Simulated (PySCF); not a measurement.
diphosphorus (P2), SMILES P#P. Atoms are numbered in the order given.

```xyz
2

P      0.0000     0.0000    -0.9442
P      0.0000     0.0000     0.9442
```
Charge 0, spin multiplicity 1.

Coordinates come from a B3LYP-D3(BJ)/def2-TZVPD optimisation.

Lowest vertical singlet excitation by several levels in PySCF, with rough processor times relative to the cheapest run on one machine. Each run also gave further roots (ADC and EOM-CCSD ionised and attached states too); roots are paired by order and the bases differ. EOM-CCSD serves as a yardstick, not as the true value; all levels that ended soundly for this molecule are listed, with differences from unrounded values.

```
level                    relative cost  S1 (eV)  S1 minus EOM-CCSD (eV)
-----------------------  -------------  -------  ----------------------
EOM-CCSD/aug-cc-pVDZ                 1     4.19                    0.00
ADC(2)/aug-cc-pVDZ                   2     4.25                    0.06
TDDFT-B3LYP/def2-TZVPD               2     3.55                   -0.64
TDDFT-M06-2X/def2-TZVPD              6     3.08                   -1.11
```
